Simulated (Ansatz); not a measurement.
The input, for Ansatz 0.2.0:

```yaml
crystal:
  periodic: [false, false, false]
  atoms:
    - {symbol: Ge, position_ang: [-0.031599, -0.010142, 0.264161]}
    - {symbol: O, position_ang: [0.063241, 0.091234, -1.191233]}
    - {symbol: H, position_ang: [0.754948, -1.268464, 0.735893]}
    - {symbol: H, position_ang: [0.622950, 1.296913, 0.766210]}
    - {symbol: H, position_ang: [-0.104491, -0.745751, -1.630744]}
basis:
  gaussian: {orbitals: cc-pVDZ}
magnetization: {spin_polarized: false, initial_magnetization: 1}
correlation: {method: bccd, electrons: outside_noble_gas}
```

```sh
$ ansatz run in.yaml --threads 1 --pin off --events-out ev --progress --plain --max-ram 2393MiB
```

Output:

```
589 factors; integrals over basis functions are off by at most 1.1e-3 eV
mean field evaluation 1: about -58552.0945 eV, gradient 3.1e1 eV
mean field evaluation 2: about -58552.1006 eV, gradient 3.1e1 eV
mean field evaluation 4: about -58554.0930 eV, gradient 2.3e0 eV
mean field evaluation 8: about -58554.1213 eV, gradient 9.9e-2 eV
mean field evaluation 16: about -58554.1126 eV, gradient 3.5e-1 eV
mean field evaluation 32: about -58549.0819 eV, gradient 1.4e-3 eV
mean field -58554.12143899 eV, -2151.8242734738 hartree, gradient 1.9e-6 eV, S^2 0.750000; 0 other end points of the search recorded, 0 dependent functions left out
15 core orbitals not correlated: weight in the atoms' cores, before any rotation towards them, 0.921 or more for the frozen orbitals, at most 0.074 for the correlated occupied ones
reference -58554.12143899 eV, -2151.8242734738 hartree; 7, 6 occupied and 34, 35 virtual orbitals, 589 factors
second order -7.34119198 eV of doubles, -0.02599224 eV of singles
cycle   1  -7.72068642 eV  change   -3.5e-1 eV  update   6.6e-2
cycle   2  -7.92857208 eV  change   -2.1e-1 eV  update   2.2e-2
cycle   3  -7.98043241 eV  change   -5.2e-2 eV  update   1.3e-2
cycle   4  -7.97502771 eV  change    5.4e-3 eV  update   4.5e-3
cycle   5  -7.97246619 eV  change    2.6e-3 eV  update   2.0e-3
cycle   6  -7.97223418 eV  change    2.3e-4 eV  update   7.0e-4
cycle   7  -7.97216736 eV  change    6.7e-5 eV  update   2.0e-4
cycle   8  -7.97221356 eV  change   -4.6e-5 eV  update   8.4e-5
cycle   9  -7.97223887 eV  change   -2.5e-5 eV  update   3.7e-5
cycle  10  -7.97222781 eV  change    1.1e-5 eV  update   1.6e-5
Total energy: -58562.09366679 eV, -2152.1172474419 hartree
```

Ran on 1 thread of Arm Neoverse V1, shared host: 2.2 s wall, 0.16 GiB peak host memory.
